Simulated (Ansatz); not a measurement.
**Which is lower?**

Two relaxed structures of BSiH₄O (charge +1), singlet (PBE0-D4/def2-TZVP; forces vanish, vibrations not checked).

A:

```xyz
7
angstrom
B 0.5680 -0.0591 0.3989
Si -1.2540 0.3445 -0.4628
O 1.3728 -0.8081 -0.3321
H -2.4640 -0.4789 -0.2412
H -1.5231 1.5478 -1.2817
H 0.7731 0.4028 1.4819
H 2.2400 -1.0185 0.0416
```

B:

B1  (-1.343, 0.390, -0.455)
Si2  (0.411, 0.053, 0.474)
O3  (1.434, -0.838, -0.335)
H4  (-2.233, -0.374, -0.265)
H5  (-1.433, 1.348, -1.152)
H6  (0.844, 0.535, 1.804)
H7  (2.321, -1.114, -0.071)
(Å)

Ansatz 0.2.0; basis: def2-TZVPP; cores frozen in the correlated methods. B3LYP uses VWN-RPA correlation.

Q: Which structure is lower at CCSD(T), and by how much? (To be estimated.)

A: By the calculation: A, by 10.9 kJ/mol (electronic energy, against the other). By their contacts, A is BSiH₄O ([OH][BH][SiH2]), total charge +1 and B is BSiH₄O ([BH2][SiH][OH]), total charge +1.

All methods give the same order:

```csv
method,E(B) − E(A) (kJ/mol)
PBE-D4,18.8
r2SCAN-D4,7.7
PBE0-D4,15.1
B3LYP-D4,12.1
wB97M-V,11.4
HF,3.1
MP2,7.4
CCSD,9.4
CCSD(T),10.9
```

No T1 diagnostic of these runs exceeds 0.016.

Labels in which every atom is bracketed show which atoms are joined, not bond orders.

For scale, one of the runs: CCSD(T)/def2-TZVPP, 160 basis functions, launched by `ansatz run in.yaml --threads 2 --pin off --events-out ev --progress --plain --max-ram 4352MiB`. The run took 14 s on 2 CPU threads of an Arm Neoverse V2 (shared host), with 1.1 GiB of host memory at its peak.
